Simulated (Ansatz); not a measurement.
A calculation with Ansatz (development build ahead of 0.2.0).

```yaml
crystal:
  periodic: [false, false, false]
  atoms:
    - { symbol: F, position_ang: [0.0, 0.0, -1.339] }
    - { symbol: B, position_ang: [0.0, 0.0, 0.0] }
    - { symbol: F, position_ang: [0.0, 1.14775, 0.68964] }
basis:
  gaussian: { orbitals: cc-pVTZ }
magnetization:
  spin_polarized: true
  initial_magnetization: 1
hamiltonian:
  xc: hf
correlation:
  method: ccsd_t
  frozen_orbitals: { B: 1, F: 1 }
```

The input is written out in the form of the current development build from the run's settings.

Results

```
Converged                       : yes
Reference energy                : -223.70368 hartree
CCSD correlation energy         : -0.57447 hartree
Triples correction              : -0.01790 hartree
Total energy                    : -224.29605 hartree
Spin squared of the determinant : 0.752
```
